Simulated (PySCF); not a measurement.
Molecule: SMILES C#C[C@@H]1C[C@@H]1F, C5H5F.

Bonds (- single, = double, # triple, : aromatic): C1#C2 1.211 Å, C2-C3 1.436 Å, C3-C4 1.524 Å, C4-C5 1.480 Å, C5-F6 1.348 Å, C5-C3 1.507 Å. C1 carries H7; C3 carries H8; C4 carries H9, H10; C5 carries H11. Stereochemistry as in C#C[C@@H]1C[C@@H]1F. H10 is cis to C2 on the ring; H9 is trans to C2 on the ring.

Geometry PBE0-D3(BJ)/def2-SVP throughout; GIAO in PySCF, gas phase, one conformer, non-relativistic; equivalent atoms averaged; functional PBE0.

**Question.** How do the shifts δ (against TMS, CFCl3 at the same level) depend on the basis set? (a selection of nuclei; ppm; last column core-seconds on shared hosts with different chips, so compare them loosely)

**Answer.** 
```csv
basis set,functions,C2,C5,C4,C3,F6,H11,H10,H9,H8,core-s
STO-3G,35,62.4,54.3,17.4,13.9,-137.5,2.32,1.10,0.90,0.88,2.3
6-31G,64,76.4,67.9,17.3,9.8,-241.1,4.12,1.18,1.16,1.50,4.4
pcSseg-0,64,87.2,74.4,18.5,8.1,-253.9,4.16,1.30,1.41,1.38,3.7
6-31G*,94,72.4,67.6,15.4,8.1,-221.4,4.25,1.04,0.86,1.22,6
def2-SVP,109,77.5,67.6,14.7,6.5,-208.3,3.88,0.82,0.66,1.00,7
cc-pVDZ,109,77.7,68.2,16.2,10.1,-217.7,3.96,0.88,0.68,1.04,7.5
pcSseg-1,127,84.0,71.1,16.2,8.1,-236.9,4.15,1.01,0.85,1.20,8.4
aug-cc-pVDZ,183,77.3,67.5,15.5,9.1,-226.4,4.35,1.07,0.92,1.36,15
"6-311+G(2d,p)",192,83.4,70.4,15.7,9.0,-240.1,4.25,1.06,0.83,1.31,16
def2-TZVP,216,83.8,71.5,15.5,8.7,-236.3,4.27,1.04,0.86,1.32,18
cc-pVTZ,250,83.3,71.0,15.6,8.5,-232.7,4.23,1.00,0.85,1.30,23
IGLO-III,260,85.4,72.7,16.1,9.2,-240.5,4.28,1.04,0.86,1.34,24
pcSseg-2,286,86.5,73.5,16.5,9.4,-239.1,4.27,1.03,0.86,1.33,34
```

**Question.** Which nucleus among those listed moves most, in ppm?

**Answer.** F6 (fluorine on an sp3 carbon): from -253.9 ppm with pcSseg-0 to -137.5 ppm with STO-3G. The smallest spread is 0.49 ppm, at H10. Proton shifts span only some 12 ppm, so a few tenths of a ppm matter as much there as several ppm in carbon.

**Question.** Taking the largest basis, pcSseg-2 (286 functions), as the yardstick, rank the others by their worst heavy-atom deviation.

**Answer.** IGLO-III 1.4 ppm (260 functions), pcSseg-1 2.5 ppm (127 functions), def2-TZVP 2.8 ppm (216 functions), 6-311+G(2d,p) 3.1 ppm (192 functions), cc-pVTZ 6.3 ppm (250 functions), 6-31G 10.1 ppm (64 functions), aug-cc-pVDZ 12.7 ppm (183 functions), pcSseg-0 14.9 ppm (64 functions), 6-31G* 17.6 ppm (94 functions), cc-pVDZ 21.3 ppm (109 functions), def2-SVP 30.8 ppm (109 functions), STO-3G 101.5 ppm (35 functions).

A small basis that lands close on one nucleus may do so by chance; judge by the trend and by all nuclei.
